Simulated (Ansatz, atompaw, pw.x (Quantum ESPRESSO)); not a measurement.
**B (Z = 5): one change to the PAW (atompaw) potential, in the atom and in the fcc crystal**

B (Z = 5), PAW, made with atompaw 4.2.0.5 (PBEsol, scalar-relativistic). Core [He], reference 2s2 2p1. Waves: 2s (bound): rc 1.15 bohr; 2s channel at 1.25 Ry: rc 1.15 bohr; 2p (bound): rc 3.00 bohr; 2p channel at 1.35 Ry: rc 3.00 bohr; 3d channel at 0.5 Ry: rc 3.00 bohr; 3d channel at 1.3 Ry: rc 3.00 bohr. Local part: vpsmatchnc scheme with l = 3 at 0 Ry, radius 2.00 bohr. Core correction: smooth core density matched at 1.65 bohr. Augmentation charge: besselshape compensation charge, radius 2.90 bohr; PAW radius 3.00 bohr; waves and projectors: custom rrkj gramschmidtortho.

Change: wave 2p channel at 1.35 Ry: rc 3.00 bohr becomes 2p channel at -0.17 Ry: rc 3.00 bohr.

Cutoffs, loose and tight: the cutoffs (Ry, on a coarse ladder) from which the occupation-weighted sum of valence levels, in a spherical-Bessel basis at the reference potential, stays within 10 and 1 mRy of its value at 400 Ry. They see the waves, projectors and local potential, not the compensation charge or the core.

Crystal test: fcc B in pw.x 7.5, no spin, 18³ k-points, Fermi–Dirac smearing 0.01 Ry, cutoffs set for each file from its atomic test. The reference is all-electron LAPW (Ansatz 0.2.0) with the same functional, mesh and smearing; V0 and B0 come from Birch–Murnaghan fits to the pressures at five volumes. Errors are pseudo minus all-electron; Δ is the rms difference of the E(V) curves that follow from these fits, minima aligned, over ±6 % about the mean V0. Mesh and smearing are coarse, so the numbers serve the comparison and aren't converged zero-temperature values; the lattice is a test structure that the element need not adopt.

All-electron: a0 = 2.856 Å (V0 = 5.83 Å³/atom), B0 = 278.7 GPa.

Problem. Does the change bring the crystal closer to the all-electron result?

Solution. The mean pressure error goes from +1.33 to +11.69 GPa, so the change moves the solid further from the all-electron pressures. The B0 error goes the other way, from +23.3 to +15.2 %.

```csv
quantity,base,changed
outcome (atom),generated,generated
"cutoff, loose (atom)",21 Ry,21 Ry
"cutoff, tight (atom)",30 Ry,30 Ry
bound ghosts (atom),none,none
cutoffs in pw.x (Ry),40/400,40/400
a0 (Å),2.860,2.889
a0 error (%),+0.12,+1.13
B0 error (%),+23.3,+15.2
Δ (meV/atom),2.6,13.5
mean pressure error (GPa),+1.33,+11.69
```

Base: The largest radius (3.00 bohr) exceeds half the bond length (1.91 bohr), so the spheres overlap, which is one possible source of error among others. This is a poor potential for the solid. The logarithmic derivative shows an extra or strongly shifted pseudo pole above the reference energy (d near 1.46 Ry). Changed file: The largest radius (3.00 bohr) exceeds half the bond length (1.91 bohr), so the spheres overlap, which is one possible source of error among others. This is a poor potential for the solid. The logarithmic derivative shows an extra or strongly shifted pseudo pole above the reference energy (d near 1.46 Ry). The atomic cutoffs weigh occupied waves only.
